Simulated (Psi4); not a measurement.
# BNH5F (SMILES [NH3+][BH2-]F), step by step

Aim: a geometry optimisation (B3LYP-D3(BJ)/pcseg-1), then vibrational wavenumbers, then a single-point energy (SCS-MP2/aug-cc-pVDZ), then the vertical excitations (TDA-B3LYP/pcseg-1) of BNH5F. 

Program for the calculation: Psi4 1.11.

### Step 1. The molecule

BNH5F: 8 atoms, total charge 0, spin state singlet. As SMILES, `[NH3+][BH2-]F`. Geometry: relaxed at GFN2-xTB. The run starts from this shape.

Bond lengths: N1–B2 1.679 Å, B2–F3 1.386 Å, N1–H4 1.015 Å, N1–H5 1.015 Å, N1–H6 1.013 Å, B2–H7 1.190 Å, B2–H8 1.191 Å. Some angles: N1–B2–F3 101.2°, N1–B2–H7 106.2°, N1–B2–H8 106.3°, F3–B2–H7 112.2°, F3–B2–H8 112.2°, B2–N1–H4 106.9°, B2–N1–H5 106.8°, B2–N1–H6 111.4°, H7–B2–H8 117.0°, H4–N1–H5 109.5°.

### Step 2. A structure relaxation at B3LYP-D3(BJ)/pcseg-1 (density fitting) (run 1)

Contents of bfh5n.py:

```python
import psi4

psi4.set_memory(1600000000)
psi4.set_num_threads(1)
psi4.set_output_file('psi4.out', False)

m = psi4.geometry("""
N     -0.428710     0.654160    -0.301360
B      0.376980    -0.651520     0.381570
F      1.282920    -0.962000    -0.620650
H     -0.840330     0.326110    -1.168980
H      0.273320     1.358140    -0.504890
H     -1.138480     1.018220     0.322540
H      0.912890    -0.237120     1.359870
H     -0.438580    -1.505990     0.531890
symmetry c1
""")

psi4.set_options({
    'basis': 'pcseg-1',
    'geom_maxiter': 60,
})

energy_value, wavefunction = psi4.optimize('b3lyp-d3(bj)', molecule=m, return_wfn=True)
print(f'total energy {energy_value:.8f} hartree = {energy_value * 27.211386:.5f} eV')
m.save_xyz_file('final.xyz', False)
```

Run with:

```sh
$ python bfh5n.py
```

psi4.out:

```text
[...]
  Running in c1 symmetry.
[...]
  Nuclear repulsion =   76.454778753258708
[...]
  Multiplicity = 1
[...]
  Nalpha       = 13
  Nbeta        = 13
[...]
    Number of basis functions: 67
[...]
   @DF-RKS iter   1:  -182.23809804636809   -3.38768e-01   1.12078e-02 DIIS/ADIIS
[...]
   @DF-RKS iter   6:  -182.49428487477502   -1.59162e-12   5.91399e-09 DIIS
[...]
  @DF-RKS Final Energy:  -182.49428487477502
   => Energetics <=
    Nuclear Repulsion Energy =             75.4554157666516687
    One-Electron Energy =                -399.7700971645518848
    Two-Electron Energy =                 160.7012555285631095
    DFT Exchange-Correlation Energy =     -18.8749190819494714
    Empirical Dispersion Energy =          -0.0059399234884233
    VV10 Nonlocal Energy =                  0.0000000000000000
    Total Energy =                       -182.4942848747750190
[...]
  -Total Gradient:
     Atom            X                  Y                   Z
    ------   -----------------  -----------------  -----------------
       1        0.000011669890    -0.000041522812     0.000045708265
       2       -0.000026966308     0.000015125445     0.000021634050
       3       -0.000026857821    -0.000037482909     0.000101738717
       4        0.000013280369    -0.000023500345     0.000004542732
       5        0.000018801786    -0.000019288751     0.000007781724
       6       -0.000010999410     0.000022480639    -0.000016919013
       7       -0.000039468062     0.000011076048     0.000056289027
       8       -0.000043711549     0.000006567220     0.000053509021
[...]
```

The script printed:

```text
Optimizer: Optimization complete!
total energy -182.49428487 hartree = -4965.92243 eV
```

Wall time 25 s (1 thread of INTEL XEON PLATINUM 8581C at 2.30GHz (Emerald Rapids), shared host); peak memory 0.57 GiB.

Step by step:

```
step  energy from the first frame kept (eV)  largest force (eV/Å)
   0                                 0.0000                0.9311
   1                                -0.0587                0.2837
   2                                -0.0630                0.1301
   3                                -0.0639                0.0307
   4                                -0.0641                0.0177
   5                                -0.0641                0.0096
   6                                -0.0642                0.0057
```

After the run. Bond lengths: N1–B2 1.684 Å, B2–F3 1.403 Å, N1–H4 1.023 Å, N1–H5 1.023 Å, N1–H6 1.022 Å, B2–H7 1.218 Å, B2–H8 1.218 Å. Some angles: N1–B2–F3 102.6°, N1–B2–H7 103.4°, N1–B2–H8 103.4°, F3–B2–H7 114.6°, F3–B2–H8 114.6°, B2–N1–H4 110.6°, B2–N1–H5 110.5°, B2–N1–H6 111.4°, H7–B2–H8 115.7°, H4–N1–H5 107.6°.

### Step 3. Vibrational wavenumbers at B3LYP-D3(BJ)/pcseg-1 (density fitting) (run 2)

Contents of calc.dat:

```
memory 1600 MB

molecule system {
  0 1
  N     -0.82720493     1.25202293    -0.55720087
  B      0.71617219    -1.22415136     0.71299745
  F      2.45735450    -1.85590192    -1.18344854
  H     -1.68014416     0.74193104    -2.21542042
  H      0.40398565     2.68959050    -0.95084782
  H     -2.18441002     1.92712947     0.63980646
  H      1.65496356    -0.34741481     2.62184760
  H     -0.94712129    -2.77925045     1.04289449
  units bohr
}

set t 298.15
set rotational_symmetry_number 1

result = frequency("b3lyp-d3(bj)/pcseg-1")
```

Run with:

```sh
$ psi4 calc.dat calc.out -n 1
```

calc.out:

```text
[...]
  Running in c1 symmetry.
[...]
  Nuclear repulsion =   75.455420531094859
[...]
  Multiplicity = 1
[...]
  Nalpha       = 13
  Nbeta        = 13
[...]
    Number of basis functions: 67
[...]
   @DF-RKS iter   1:  -182.24234781497162   -3.78609e-01   1.11580e-02 ADIIS/DIIS
[...]
   @DF-RKS iter  10:  -182.49428364687478   -5.85487e-12   9.58774e-09 DIIS
[...]
  @DF-RKS Final Energy:  -182.49428364687478
   => Energetics <=
    Nuclear Repulsion Energy =             75.4516803385286750
    One-Electron Energy =                -399.7622381255394544
    Two-Electron Energy =                 160.6968378374945701
    DFT Exchange-Correlation Energy =     -18.8746236713939695
    Empirical Dispersion Energy =          -0.0059400259645880
    VV10 Nonlocal Energy =                  0.0000000000000000
    Total Energy =                       -182.4942836468747771
[...]
  -Total Gradient:
     Atom            X                  Y                   Z
    ------   -----------------  -----------------  -----------------
       1       -0.000034167245    -0.000079708884     0.000015976238
       2       -0.000236135867    -0.000164992991    -0.000310217171
       3       -0.000092689332    -0.000115364883     0.000038308046
       4        0.000005436596    -0.000013464223     0.000001147975
       5        0.000023010985    -0.000032312875     0.000009570435
       6       -0.000012071668     0.000022112066    -0.000018739916
       7        0.000210848488     0.000247329811     0.000615055010
       8        0.000028541120     0.000067109990    -0.000078620008
[...]
  ==> Harmonic Vibrational Analysis <==
[...]
  Freq [cm^-1]                 192.2932            316.2886            562.5668
[...]
  Freq [cm^-1]                 630.8429            797.1286           1000.2119
[...]
```

The script printed:

```text
Warning: used thermodynamics relations inappropriate for low-frequency modes: ['192.2932' '316.2886' '562.5668']
```

Wall time 2.6 min (1 thread of INTEL XEON PLATINUM 8581C at 2.30GHz (Emerald Rapids), shared host); peak memory 0.56 GiB.

### Step 4. The energy at SCS-MP2/aug-cc-pVDZ (density fitting) (run 3)

Contents of input.inp:

```
memory 1600 mb

molecule m {
  0 1
  N
  B 1 R2
  F 2 R3 1 A3
  H 1 R4 2 A4 3 D4
  H 1 R5 4 A5 2 D5
  H 1 R6 5 A6 4 D6
  H 2 R7 3 A7 1 D7
  H 2 R8 7 A8 3 D8

  R2 = 1.683986
  R3 = 1.402802
  A3 = 102.61756
  R4 = 1.023023
  A4 = 110.55068
  D4 = 59.52662
  R5 = 1.023023
  A5 = 107.60957
  D5 = 120.81689
  R6 = 1.022093
  A6 = 108.28738
  D6 = -116.84711
  R7 = 1.217534
  A7 = 114.60321
  D7 = -111.38204
  R8 = 1.217534
  A8 = 115.69411
  D8 = 136.75764
  units angstrom
}

set basis aug-cc-pVDZ
set freeze_core true

energy('scs-mp2')
```

Run with:

```sh
$ psi4 -i input.inp -o input.out -n 1
```

input.out:

```text
[...]
  Running in c1 symmetry.
[...]
  Nuclear repulsion =   75.455418988990118
[...]
  Multiplicity = 1
[...]
  Nalpha       = 13
  Nbeta        = 13
[...]
    Number of basis functions: 114
[...]
   @RHF iter   1:  -181.45276732894334   -7.86156e-01   4.09710e-03 ADIIS/DIIS
[...]
   @RHF iter  11:  -181.56347722600725   -2.52953e-12   2.26888e-09 DIIS
[...]
  @RHF Final Energy:  -181.56347722600725
   => Energetics <=
    Nuclear Repulsion Energy =             75.4554189889901181
    One-Electron Energy =                -399.6541898230053107
    Two-Electron Energy =                 142.6352936080079417
    Total Energy =                       -181.5634772260072509
[...]
 Multipole Moments:
 ------------------------------------------------------------------------------------
     Multipole            Electronic (a.u.)      Nuclear  (a.u.)        Total (a.u.)
 ------------------------------------------------------------------------------------
 L = 1.  Multiply by 2.5417464519 to convert [e a0] to [Debye]
 Dipole X            :         -0.0000091            0.0000114            0.0000023
 Dipole Y            :         -3.2650353            3.7775322            0.5124969
 Dipole Z            :          2.0001872           -4.1841532           -2.1839660
 Magnitude           :                                                    2.2432923
[...]
	SCS-MP2 Total Energy (a.u.)        :  -182.06389698249359
	SOS-MP2 Total Energy (a.u.)        :  -182.02317278671302
	SCSN-MP2 Total Energy (a.u.)       :  -181.77850097972879
[...]
	SOS-PI-MP2 Total Energy (a.u.)     :  -182.09978871349730
[...]
	MP2 Total Energy (a.u.)            :  -182.06872944727050
[...]
```

Run time: 7.8 s. Hardware: 1 thread of INTEL XEON PLATINUM 8581C at 2.30GHz (Emerald Rapids), shared host; peak memory 0.87 GiB.

### Step 5. The vertical excitations at TDA-B3LYP/pcseg-1 (density fitting, save jk yes) (run 4)

Contents of job.dat:

```
memory 1600 mb

molecule {
  0 1
  N     -0.82720493     1.25202293    -0.55720087
  B      0.71617219    -1.22415136     0.71299745
  F      2.45735450    -1.85590192    -1.18344854
  H     -1.68014416     0.74193104    -2.21542042
  H      0.40398565     2.68959050    -0.95084782
  H     -2.18441002     1.92712947     0.63980646
  H      1.65496356    -0.34741481     2.62184760
  H     -0.94712129    -2.77925045     1.04289449
  units bohr
  symmetry c1
}

set globals {
  basis pcseg-1
  reference rks
  save_jk true
}

from psi4.driver.procrouting.response.scf_response import tdscf_excitations
e, wfn = energy('b3lyp', return_wfn=True)
states = tdscf_excitations(wfn, states=6, tda=True)
```

Run with:

```sh
$ psi4 job.dat job.out -n 1
```

job.out:

```text
[...]
  Running in c1 symmetry.
[...]
  Nuclear repulsion =   75.455420531094859
[...]
  Multiplicity = 1
[...]
  Nalpha       = 13
  Nbeta        = 13
[...]
    Number of basis functions: 67
[...]
   @DF-RKS iter   1:  -182.23640789124568   -3.78609e-01   1.11580e-02 ADIIS/DIIS
[...]
   @DF-RKS iter   8:  -182.48834495101420   -2.18106e-08   4.20762e-07 DIIS
[...]
  @DF-RKS Final Energy:  -182.48834495101420
   => Energetics <=
    Nuclear Repulsion Energy =             75.4554205310948589
    One-Electron Energy =                -399.7700657919842797
    Two-Electron Energy =                 160.7012172096917197
    DFT Exchange-Correlation Energy =     -18.8749168998165118
    Empirical Dispersion Energy =           0.0000000000000000
    VV10 Nonlocal Energy =                  0.0000000000000000
    Total Energy =                       -182.4883449510141986
[...]
 Multipole Moments:
 ------------------------------------------------------------------------------------
     Multipole            Electronic (a.u.)      Nuclear  (a.u.)        Total (a.u.)
 ------------------------------------------------------------------------------------
 L = 1.  Multiply by 2.5417464519 to convert [e a0] to [Debye]
 Dipole X            :          2.8224437           -4.1617454           -1.3393017
 Dipole Y            :         -1.7397729            3.5203095            1.7805366
 Dipole Z            :         -1.9718548            1.4367276           -0.5351272
 Magnitude           :                                                    2.2913753
[...]
                                    Excitation Energy         Total Energy        Oscillator Strength             Rotatory Strength
[...]
Excited State    1 (1 A):   0.22436 au   203.08 nm f = 0.0004
[...]
Excited State    3 (1 A):   0.29166 au   156.22 nm f = 0.0016
[...]
```

Wall time 11 s (1 thread of INTEL XEON PLATINUM 8581C at 2.30GHz (Emerald Rapids), shared host); peak memory 0.53 GiB.

The roots found:

```
excited state  energy (eV)  strength  label
            1        6.105    0.0004    A 1
            2        7.620    0.0934    A 1
            3        7.937    0.0016    A 1
            4        8.049    0.0303    A 1
            5        9.058    0.0252    A 1
            6        9.312    0.0320    A 1
```

### Step 6. What came out

| quantity | value |
| --- | --- |
| run 1, B3LYP-D3(BJ)/pcseg-1: total energy at the end | -182.49428 Eh |
| run 1, B3LYP-D3(BJ)/pcseg-1: dipole moment | 5.82 D |
| run 1, B3LYP-D3(BJ)/pcseg-1: HOMO energy | -7.24 eV |
| run 1, B3LYP-D3(BJ)/pcseg-1: LUMO energy | -0.16 eV |
| run 1, B3LYP-D3(BJ)/pcseg-1: HOMO–LUMO gap | 7.08 eV |
| run 1, B3LYP-D3(BJ)/pcseg-1: dispersion energy | -15.60 kJ/mol |
| run 2, B3LYP-D3(BJ)/pcseg-1: lowest harmonic wavenumber | 192 cm⁻¹ |
| run 2, B3LYP-D3(BJ)/pcseg-1: highest harmonic wavenumber | 3553 cm⁻¹ |
| run 2, B3LYP-D3(BJ)/pcseg-1: zero-point energy | 168.1 kJ/mol |
| run 2, B3LYP-D3(BJ)/pcseg-1: ideal-gas entropy at 298.15 K (symmetry number 1 as used) | 65.2 cal/(mol K) |
| run 3, SCS-MP2/aug-cc-pVDZ: total energy | -182.06390 Eh |
| run 3, SCS-MP2/aug-cc-pVDZ: HOMO energy (Hartree–Fock orbitals) | -11.29 eV |
| run 3, SCS-MP2/aug-cc-pVDZ: LUMO energy (Hartree–Fock orbitals) | 0.50 eV |
| run 3, SCS-MP2/aug-cc-pVDZ: HOMO–LUMO gap (Hartree–Fock orbitals) | 11.78 eV |
| run 3, SCS-MP2/aug-cc-pVDZ: correlation energy (3 core orbitals frozen) | -500.4 mEh |
| run 4, TDA-B3LYP/pcseg-1: ground-state or mean-field energy | -182.48834 Eh |
| run 4, TDA-B3LYP/pcseg-1: dipole moment (B3LYP Kohn–Sham density) | 5.82 D |
| run 4, TDA-B3LYP/pcseg-1: HOMO energy (B3LYP Kohn–Sham orbitals) | -7.24 eV |
| run 4, TDA-B3LYP/pcseg-1: LUMO energy (B3LYP Kohn–Sham orbitals) | -0.16 eV |
| run 4, TDA-B3LYP/pcseg-1: HOMO–LUMO gap (B3LYP Kohn–Sham orbitals) | 7.08 eV |
| run 4, TDA-B3LYP/pcseg-1: lowest excitation energy | 6.11 eV |

**Reading.** The optimisation (run 1, B3LYP-D3(BJ)/pcseg-1) took 7 steps and changed the energy by -0.064 eV. All 18 modes (run 2, B3LYP-D3(BJ)/pcseg-1) are real, so the shape is a minimum at this level. The brightest of the 6 transitions from the ground state lies at 7.62 eV (163 nm, f = 0.093); the lowest, at 6.11 eV, has f = 0.000. The basis has no diffuse functions, so Rydberg states are missing or pushed up, and the true lowest state may lie lower. Roots above 7.2 eV lie over the negative of the HOMO energy, where those of Rydberg kind are poorly described; valence roots are less touched.
